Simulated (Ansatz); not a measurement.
Tetragonal perovskite BaTiO₃ (room-temperature form, which distorts further on cooling), treated with rVV10 (plane waves, PAW; Ansatz, an electronic-structure program).

Settings: plane-wave cutoff 520 eV, 8×8×8 k mesh, Fermi–Dirac smearing 0.01 eV, no spin polarisation, scalar-relativistic PAW data made under PBE.

A third-order Birch–Murnaghan fit to the energies gives V0 = 13.341 Å³/atom, B0 = 107 GPa, B′ = 9.8.

```tsv
V (Å³/atom)	P (GPa)
12.808	___
13.074	___
13.341	-0.01
13.608	___
13.875	___
```

Question: Estimate the withheld pressures from this fit; the answers are the runs' own values.

Answer: 
- 12.808, P (GPa): 5.30
- 13.074, P (GPa): 2.40
- 13.608, P (GPa): -1.93
- 13.875, P (GPa): -3.43

The formula P = (3/2) B0 (x^(7/3) − x^(5/3)) [1 + (3/4)(B′ − 4)(x^(2/3) − 1)] with x = V0/V meets the computed pressures within 0.02 GPa when these rounded values are put in.

Shape and atoms are relaxed at each volume.

Note: the relaxation could not lower the start's symmetry, so the cell can be a saddle point above a distorted one; the bulk modulus comes from volumes at which shape and atoms were relaxed.

Spin–orbit coupling is not included.

The computed numbers hold no vibrational or temperature effects.

It cost very roughly 7 core-minutes of CPU time.
